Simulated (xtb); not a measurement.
chloromethane (CH3Cl), SMILES CCl. All values are semi-empirical tight-binding results from xtb (GFN2-xTB unless named), good for trends rather than for accurate numbers. Geometry optimised at GFN2-xTB.

```json
{
  "point_group_as_xtb_finds_it": "C3v",
  "orbital_gap": "7.02 eV",
  "dipole_moment": "2.04 D",
  "zero_point_energy": "22.9 kcal/mol",
  "G − E(el) at 298.15 K (modified RRHO)": "8.7 kcal/mol",
  "static polarisability (D4 model)": "29.0 bohr³",
  "solvation energy, GFN2-xTB/ALPB(water)": "-2.1 kcal/mol",
  "solvation energy, GFN2-xTB/ALPB(chcl3)": "-3.0 kcal/mol"
}
```
